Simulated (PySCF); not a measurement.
**BSiH3 (SMILES B[SiH]) at USVWN5/STO-3G**

Aim: the energy change on altering one bond length of BSiH3 at USVWN5/STO-3G, from 2 runs. Input form: a Python script.

The results are computed with PySCF 2.14.0.

13 further runs of the same task are left out: 1 that didn't finish, 12 set aside as unsound or not needed.

## Step 1: The molecule

BSiH3: 5 atoms, total charge 0, spin state triplet. SMILES: `B[SiH]`. Geometry: relaxed at GFN2-xTB.

Bond lengths: B1–Si2 1.878 Å, B1–H3 1.179 Å, B1–H4 1.176 Å, Si2–H5 1.476 Å. Angles: B1–Si2–H5 134.9°, Si2–B1–H3 120.6°, Si2–B1–H4 121.0°, H3–B1–H4 118.4°.

## Step 2: The energy at USVWN5/STO-3G

Input file run.py:

```python
from pyscf import gto, dft

mol = gto.M(
    atom='''
B     -0.390663    -1.338247     0.239372
Si     1.437666     1.567433    -0.662236
H     -2.463617    -1.173047     1.038442
H      0.498113    -3.363221     0.018992
H      0.918482     4.307064    -0.634570
''',
    verbose=3,
    charge=0,
    basis='sto-3g',
    unit='bohr',
    spin=2,
    max_memory=1860,
)

mf = dft.UKS(mol, xc='svwn')
mf.conv_tol = 1e-10
mf.grids.level = 5
mf.kernel()
if not mf.converged:
    mf = mf.newton().run(mf.mo_coeff, mf.mo_occ)

energy = mf.e_tot
print(f'total energy: {energy:.8f} hartree')
```

Launch:

```sh
$ OMP_NUM_THREADS=1 python run.py
```

Standard output:

```text
WARN: HOMO -0.117596366015251 >= LUMO -0.151136232395662

converged SCF energy = -310.81290717498  <S^2> = 2.0008964  2S+1 = 3.0005976
total energy: -310.81290717 hartree
```

Wall time 1.9 s (1 thread of Arm Neoverse V2, shared host); peak memory 0.14 GiB.

## Step 3: The distorted shape

Input file run.py:

```python
from pyscf import gto, dft

molecule = gto.M(
    atom=[
    ('B', (0.670848, -0.778107, -0.211614)),
    ('Si', (1.638358, 0.759513, -0.688724)),
    ('H', (-1.303690, -0.620750, 0.549520)),
    ('H', (1.141168, -1.849677, -0.328234)),
    ('H', (1.363618, 2.209263, -0.674084)),
],
    max_memory=1860,
    spin=2,
    basis='sto-3g',
    verbose=4,
)

mf = dft.UKS(molecule, xc='svwn')
mf.grids.level = 5
mf.conv_tol = 1e-10
mf.kernel()
if not mf.converged:
    mf = mf.newton().run(mf.mo_coeff, mf.mo_occ)

energy = mf.e_tot
print(f'total energy: {energy:.8f} hartree')
```

Launch:

```sh
$ OMP_NUM_THREADS=1 python run.py
```

Standard output:

```text
PySCF version 2.14.0

[INPUT] num. atoms = 5
[INPUT] num. electrons = 22
[INPUT] charge = 0
[INPUT] spin (= nelec alpha-beta = 2S) = 2
[INPUT] symmetry False subgroup None
[INPUT] Mole.unit = angstrom
[INPUT] Symbol           X                Y                Z      unit          X                Y                Z       unit  Magmom
[INPUT]  1 B      0.670848000000  -0.778107000000  -0.211614000000 AA    1.267718991212  -1.470409125607  -0.399892504124 Bohr   0.0
[INPUT]  2 Si     1.638358000000   0.759513000000  -0.688724000000 AA    3.096047913990   1.435271558047  -1.301499735415 Bohr   0.0
[INPUT]  3 H     -1.303690000000  -0.620750000000   0.549520000000 AA   -2.463617051334  -1.173047491824   1.038442299971 Bohr   0.0
[INPUT]  4 H      1.141168000000  -1.849677000000  -0.328234000000 AA    2.156494982118  -3.495382948907  -0.620272364770 Bohr   0.0
[INPUT]  5 H      1.363618000000   2.209263000000  -0.674084000000 AA    2.576864558527   4.174902007135  -1.273834144951 Bohr   0.0

nuclear repulsion = 34.4295693898817
number of shells = 11
number of NR pGTOs = 51
number of NR cGTOs = 17
basis = sto-3g
ecp = {}

******** <class 'pyscf.dft.uks.UKS'> ********
method = UKS
initial guess = minao
damping factor = 0
level_shift factor = 0
DIIS = <class 'pyscf.scf.diis.CDIIS'>
diis_start_cycle = 1
diis_space = 8
diis_damp = 0
SCF conv_tol = 1e-10
SCF conv_tol_grad = None
SCF max_cycles = 50
direct_scf = True
direct_scf_tol = 1e-13
number electrons alpha = 12  beta = 10
XC library pyscf.dft.libxc version 7.0.0
    S. Lehtola, C. Steigemann, M. J.T. Oliveira, and M. A.L. Marques.,  SoftwareX 7, 1–5 (2018)
XC functionals = svwn
    P. A. M. Dirac.,  Math. Proc. Cambridge Philos. Soc. 26, 376 (1930)
    F. Bloch.,  Z. Phys. 57, 545 (1929)
    S. H. Vosko, L. Wilk, and M. Nusair.,  Can. J. Phys. 58, 1200 (1980)
radial grids:
    Treutler-Ahlrichs [JCP 102, 346 (1995); DOI:10.1063/1.469408] (M4) radial grids

becke partition: Becke, JCP 88, 2547 (1988); DOI:10.1063/1.454033
pruning grids: <function nwchem_prune>
grids dens level: 5
symmetrized grids: False
atomic radii adjust function: <function treutler_atomic_radii_adjust>
small_rho_cutoff = 0
Set gradient conv threshold to 1e-05
tot grids = 157336
init E= -310.414713755768
[... the frontier-level lines of each cycle are left out ...]


cycle= 1 E= -310.635706532555  delta_E= -0.221  |g|= 0.165  |ddm|= 1.97


cycle= 2 E= -310.395823819872  delta_E= 0.24  |g|= 0.45  |ddm|= 1.33
cycle= 3 E= -310.655944604757  delta_E= -0.26  |g|= 0.0702  |ddm|= 1.19
cycle= 4 E= -310.661632822878  delta_E= -0.00569  |g|= 0.0458  |ddm|= 0.274
cycle= 5 E= -310.664252183921  delta_E= -0.00262  |g|= 0.00576  |ddm|=  0.1
cycle= 6 E= -310.664297690002  delta_E= -4.55e-05  |g|= 0.00193  |ddm|= 0.0158
cycle= 7 E= -310.6643052725  delta_E= -7.58e-06  |g|= 0.000501  |ddm|= 0.0071
cycle= 8 E= -310.664306756364  delta_E= -1.48e-06  |g|= 0.000192  |ddm|= 0.00406
cycle= 9 E= -310.664307052513  delta_E= -2.96e-07  |g|= 0.000114  |ddm|= 0.00218
cycle= 10 E= -310.664307097009  delta_E= -4.45e-08  |g|= 6.59e-05  |ddm|= 0.000858
cycle= 11 E= -310.664307105771  delta_E= -8.76e-09  |g|= 2.92e-06  |ddm|= 0.000368
cycle= 12 E= -310.664307105808  delta_E= -3.69e-11  |g|= 9.23e-07  |ddm|= 3.34e-05
Extra cycle  E= -310.664307105803  delta_E= 5.12e-12  |g|= 2.31e-06  |ddm|= 7.93e-06
converged SCF energy = -310.664307105803  <S^2> = 2.0185116  2S+1 = 3.0123158
total energy: -310.66430711 hartree
```

It took 2.1 s on 1 thread of Arm Neoverse V2, shared host; peak memory 0.14 GiB.

## Step 4: Summary of results

At USVWN5/STO-3G:

| quantity | value |
| --- | --- |
| first shape: total energy | -310.81291 Eh |
| first shape: dipole moment | 1.92 D |
| first shape: HOMO energy (highest over α and β) | -1.95 eV |
| first shape: LUMO energy (lowest over α and β) | -0.89 eV |
| first shape: ⟨S²⟩ | 2.001 |
| distorted shape: total energy | -310.66431 Eh |
| distorted shape: dipole moment | 2.04 D |
| distorted shape: HOMO energy (highest over α and β) | -2.01 eV |
| distorted shape: LUMO energy (lowest over α and β) | -1.10 eV |
| distorted shape: ⟨S²⟩ | 2.019 |
| energy change with the B1–H3 bond stretched from 1.179 to 2.122 Å | 4.044 eV |

With the B1–H3 bond stretched from 1.179 to 2.122 Å the energy rises by 4.04 eV (390 kJ/mol). The first shape isn't relaxed at this level, so the change isn't measured from a minimum. The minimal basis adds a large error of its own.
